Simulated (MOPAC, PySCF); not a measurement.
F₄Si, SMILES `F[Si](F)(F)F`, neutral singlet in the gas phase. 

Cartesian coordinates (Å):
SMILES: F[Si](F)(F)F
```xyz
5

F      1.5004    -0.2338    -0.3653
Si     0.0000     0.0000     0.0000
F     -0.2472     1.5241     0.2350
F     -0.9048    -0.4997    -1.1708
F     -0.3483    -0.7906     1.3011
```
Charge 0, spin multiplicity 1.

All levels are single points at this geometry (PBE0-D3(BJ)/def2-TZVP); Pople sets use spherical d functions. Orbital energies aren't observables, and empty levels follow the basis.

```
level                           HOMO (eV)  LUMO (eV)  gap (eV)  dipole (D)  vertical IE, Delta-SCF (eV)
------------------------------  ---------  ---------  --------  ----------  ---------------------------
PBE-D3(BJ)/def2-TZVP in PySCF      -10.59      -0.53     10.06        0.00                            –
PBE0-D3(BJ)/def2-TZVP in PySCF     -12.77       0.52     13.30        0.00                        15.41
B3LYP/6-31G* in PySCF              -11.92       0.44     12.36        0.00                        14.97
B3LYP/LANL2DZ in PySCF             -12.94      -0.87     12.07        0.00                            –
M06-2X/6-31G* in PySCF             -14.51       1.74     16.25        0.00                            –
HF/3-21G in PySCF                  -18.20       4.72     22.92        0.00                            –
HF/6-31G* in PySCF                 -18.30       4.47     22.76        0.00                        16.34
HF/STO-3G in PySCF                 -12.04      12.14     24.17        0.00                            –
PM6 in MOPAC                       -15.34       0.11     15.44        0.00                            –
```
